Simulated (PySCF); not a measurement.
C3H5NO2.
Z-matrix (Å and degrees, PBE0-D3(BJ)/def2-SVP geometry), rows numbered from 1:
```
N 
C   1  1.2651
C   2  1.4997  1  120.46
O   3  1.4266  2  111.14  1  -133.15
C   4  1.3320  3  116.95  2   -87.86
O   5  1.1972  4  125.84  3     1.31
H   1  1.0243  2  110.56  3  -177.87
H   2  1.1074  1  124.51  3   178.49
H   3  1.0968  2  109.54  1   -14.96
H   3  1.1026  2  109.45  1   105.96
H   5  1.1095  4  109.03  3  -178.55
```

The closed-shell ground state was solved at several levels (PySCF, density fitting, gas phase, non-relativistic).

```
          level  basis functions  HOMO (eV)  LUMO (eV)  gap (eV)  dipole (D)
B3LYP/def2-SVPD              166      -7.85      -1.06      6.79        1.04
   KT3/pcSseg-2              286      -6.74      -1.82      4.92        0.99
    B3LYP/pcJ-1              212      -7.73      -0.84      6.89        1.05
```

(1) What might PBE0/pcSseg-1 (127 basis functions) give for the same quantities?

(2) Over all these levels, which gives the widest orbital gap and which the narrowest?

(3) How far do the dipole and the HOMO energy spread over the levels?

Results:

(1) HOMO -7.99 eV, LUMO -0.60 eV, gap 7.39 eV, dipole 1.06 D.

(2) PBE0/pcSseg-1 (global hybrid, 25 % exact exchange) has the widest, 7.39 eV, and KT3/pcSseg-2 (GGA) the narrowest, 4.92 eV. Functional and basis both differ between the two, so the spread mixes both effects.

(3) The dipole runs from 0.99 to 1.06 D (mean 1.04 D) and the HOMO from -7.99 to -6.74 eV.

One conformer stands for the species.
